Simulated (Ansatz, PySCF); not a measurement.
System: CH2F, charge 0, multiplicity 2. It need not be the lowest isomer of its formula. 
Structure (B3LYP-D3(BJ)/def2-TZVP (Ansatz, a first-principles code) minimum search):
```xyz
4

C     -0.0106     0.4978     0.4277
F      0.0121    -0.4855    -0.4825
H     -0.9803     0.6938     0.8618
H      0.9347     0.6892     0.9145
```
Charge 0, spin multiplicity 2.

Dipole moments at this geometry, in debye (magnitudes).

| level | program | dipole (D) |
|---|---|---|
| SVWN5/def2-TZVPD | Ansatz | 1.17 |
| BLYP/def2-TZVPD | Ansatz | 1.18 |
| BP86/def2-TZVPD | PySCF | 1.16 |
| TPSS/def2-TZVPD | PySCF | 1.23 |
| M06-L/def2-TZVPD | PySCF | 1.16 |
| BHLYP/def2-TZVPD | Ansatz | 1.47 |
| TPSSh/def2-TZVPD | PySCF | 1.29 |
| r2SCAN0/def2-TZVPD | Ansatz | 1.37 |
| PW6B95/def2-TZVPD | PySCF | 1.33 |
| MN15/def2-TZVPD | PySCF | 1.35 |
| HSE06/def2-TZVPD | Ansatz | … |
| wB97M-V/def2-TZVPD | Ansatz | 1.30 |
| wB97X-V/def2-TZVPD | Ansatz | 1.32 |
| CCSD(T)/aug-cc-pVDZ | Ansatz | … |

**Question.** Complete the blanks.

**Answer.** 
- HSE06/def2-TZVPD, dipole (D): 1.31
- CCSD(T)/aug-cc-pVDZ, dipole (D): 1.34
